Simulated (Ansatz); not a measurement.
# CH8SSi: the cost of one run

Method: RKS PBE-D4/6-31G*, in Ansatz 0.2.0.

### 1 The system as given

Bond lengths: Si1–C2 2.220 Å, C2–H3 1.110 Å, C2–H4 1.110 Å, C2–H5 1.110 Å, Si1–H6 1.460 Å, Si1–H7 1.459 Å, Si1–H8 1.459 Å, Si1–S9 2.460 Å, S9–H10 1.400 Å, S9–H11 1.585 Å. Angles (14 of 19 angles, heavy atoms first): C2–Si1–S9 71.6°, Si1–C2–H3 109.5°, Si1–C2–H4 109.5°, Si1–C2–H5 109.5°, C2–Si1–H6 109.5°, C2–Si1–H7 109.5°, C2–Si1–H8 109.5°, H6–Si1–S9 170.0°, H7–Si1–S9 61.6°, H8–Si1–S9 78.8°, Si1–S9–H10 109.5°, Si1–S9–H11 66.6°, H3–C2–H4 109.4°, H3–C2–H5 109.4°.

Coordinates:

```xyz
11

Si    0.0000    0.0000    0.0000
C     0.0000    0.0000    2.2200
H    -0.9996   -0.3092    2.5905
H     0.7676   -0.7111    2.5905
H     0.2320    1.0203    2.5905
H     1.3768    0.0000   -0.4862
H    -0.6877    1.1914   -0.4862
H    -0.6877   -1.1914   -0.4862
S    -2.2957    0.4239    0.7757
H    -3.1921   -0.3473    0.0263
H    -1.2571    0.2322    1.9581
```

### 2 Pulling towards end A

Springs on the bonds that form and break draw the guess towards this end; the thresholds are loose.

Input file input.yaml:

```yaml
crystal:
  periodic: [false, false, false]
  atoms:
    - { symbol: Si, position_ang: [0.0, 0.0, 0.0] }
    - { symbol: C, position_ang: [0.0, 0.0, 2.22] }
    - { symbol: H, position_ang: [-0.9996, -0.3092, 2.5905] }
    - { symbol: H, position_ang: [0.7676, -0.7111, 2.5905] }
    - { symbol: H, position_ang: [0.232, 1.0203, 2.5905] }
    - { symbol: H, position_ang: [1.3768, 0.0, -0.4862] }
    - { symbol: H, position_ang: [-0.6877, 1.1914, -0.4862] }
    - { symbol: H, position_ang: [-0.6877, -1.1914, -0.4862] }
    - { symbol: S, position_ang: [-2.2957, 0.4239, 0.7757] }
    - { symbol: H, position_ang: [-3.1921, -0.3473, 0.0263] }
    - { symbol: H, position_ang: [-1.2571, 0.2322, 1.9581] }
basis:
  gaussian: { orbitals: "6-31G*" }
hamiltonian:
  xc: pbe
  dispersion: d4
relax:
  f_tol: 0.15
  max_steps: 25
  restrain:
    - { distance: [0, 8], at: 3.36, k: 30.0 }
    - { distance: [10, 1], at: 2.31, k: 30.0 }
    - { distance: [0, 1], at: 1.87, k: 30.0 }
    - { distance: [10, 8], at: 1.4, k: 30.0 }
output:
  orbitals: {}
```

Command:

```
ansatz run input.yaml --threads 1 --pin off --max-ram 2048MiB --backend cpu --events-out ev --progress --plain --runs-dir out
```

Q: Estimate wall time and peak memory on 1 thread of Arm Neoverse V2, shared host.

About 25 s, with a peak of 0.13 GiB.
